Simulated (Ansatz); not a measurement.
How far each method lies from full CI for Al$_{2}$H, quartet

Geometry: a point of a stretch scan, not a stationary point.

```xyz
3

Al    0.0000    0.0000   -1.0265
Al    0.0000    0.0000   -3.3869
H     0.0000    0.0000    4.4135
```

Basis 6-31G; Ansatz 0.2.0. Only valence electrons are correlated (noble-gas cores frozen), which leaves 7 electrons in 18 orbitals. Prefix R: restricted or restricted open-shell reference; prefix U: unrestricted. Active spaces: pair = (5e, 5o) about the gap; valence = (7e, 9o) chosen from the atoms' valence shells.

Full CI is exact within this basis and frozen core; it isn't the basis-set limit. The frozen core follows each run's orbitals, which can shift R against U totals by a few meV.

Unrestricted rows (U) aren't spin-pure: their determinants' ⟨S²⟩ exceeds S(S+1) by up to 0.52, so they mix in states of higher spin. For open shells CISD and CISDTQ are restricted-active-space CI with the open shells as a complete middle space.

* UHF ⟨S²⟩: 4.273
* T1 diagnostic (RCCSD): 0.0283
* largest doubles amplitude (RCCSD): 0.177
* T1 diagnostic (UCCSD): 0.1080

| level | E − E(full CI) (kcal/mol) | share of correlation (%) | wall time |
| --- | --- | --- | --- |
| RHF | 56.91 | 0.00 | – |
| UHF | 51.80 | 8.98 | – |
| RMP2 | 17.76 | 68.80 | – |
| UMP2 | 24.10 | 57.65 | – |
| CISD† | 11.94 | – | 4.7 s |
| RCCSD | 3.25 | 94.29 | – |
| UCCSD | 4.12 | 92.76 | – |
| RCCSD(T) | 1.00 | 98.24 | 19 s |
| UCCSD(T) | 1.59 | 97.21 | 24 s |
| BCCD(T) | 1.14 | 98.00 | 17 s |
| RCCSDT | 0.39 | 99.31 | – |
| UCCSDT | 0.43 | 99.24 | – |
| RCCSDT(Q) | 0.13 | 99.77 | 27 s |
| UCCSDT(Q) | 0.11 | 99.80 | 40 s |
| RCCSDTQ | 0.02 | 99.97 | 67 s |
| UCCSDTQ | 0.03 | 99.94 | 87 s |
| CASSCF (pair space) | 44.02 | 22.66 | – |
| NEVPT2 (pair space) | 14.31 | 74.86 | 7 s |
| MRCISD (pair space) | 3.67 | 93.55 | – |
| MRCISD+Q (pair space) | -0.66 | 101.16 | 8.5 s |
| CASSCF (valence space) | 11.13 | 80.45 | – |
| NEVPT2 (valence space) | 3.54 | 93.79 | 12 s |
| MRCISD (valence space) | 0.23 | 99.59 | – |
| MRCISD+Q (valence space) | -0.02 | 100.04 | 17 s |
| MRCISD+Q(relaxed) (valence space) | -0.10 | 100.17 | 18 s |

A dagger marks rows that describe another state than the reference (another or a broken symmetry, a higher spin or other natural occupations), so the difference holds a gap between states beside the method's error.

The correlation energy at full CI, counted from RHF, is -2.468 eV. That run took 43 s on 1 thread of Intel Xeon, shared host over 331,072 determinants.

Run but not shown, since their state, orbitals or frozen core can't be matched to the reference's or they repeat it: CISDTQ.

Times hold each run's SCF and search for its determinant on a shared host, so for small cases they say little of a method's own cost; they ran on 1 thread of Intel Xeon.

Not variational, and here over 5 meV under the exact energy: MRCISD+Q (pair space).

The full-CI state has the irrep A2 of C2v, in the program's axes (one component, if the state is degenerate).

Natural occupations of full CI about the gap: 1.947 1.805 1.000 0.967 0.967 0.145 0.059 0.059 0.020 0.008; effectively unpaired electrons, Σ n²(2−n)², 3.23.
